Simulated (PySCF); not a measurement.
BF3, charge +1, multiplicity 2. Atoms are numbered in the order given.

```xyz
4

B      0.0000     0.0000    -0.1798
F      0.0000     0.0000    -1.4323
F      0.0000    -0.9856     0.7661
F      0.0000     0.9856     0.7661
```
Charge +1, spin multiplicity 2.

Geometry: ωB97X-D3(BJ)/def2-TZVP. The multiplicity is an assumed one; other spin states were not compared. The isomer is the one that the SMILES or the coordinates give; other isomers of the formula were not compared.

Level of theory: r2SCAN/def2-TZVPD (PySCF).

Mulliken values depend strongly on the basis, most of all with diffuse functions as here. ESP charges are fitted to the potential on shells at 1.4 to 2.0 van der Waals radii. Atomic charges (e):

```csv
atom,Mulliken,meta-Löwdin,ESP fit,Mulliken spin
B1,0.92,1.00,___,-0.05
F2,-0.07,-0.12,___,0.02
F3,0.07,0.06,___,0.51
F4,0.07,0.06,___,0.51
```

Complete the blanks. (The exact figures need the calculation; the answer reports its results.)


- B1, ESP fit: 0.82
- F2, ESP fit: -0.05
- F3, ESP fit: 0.11
- F4, ESP fit: 0.11
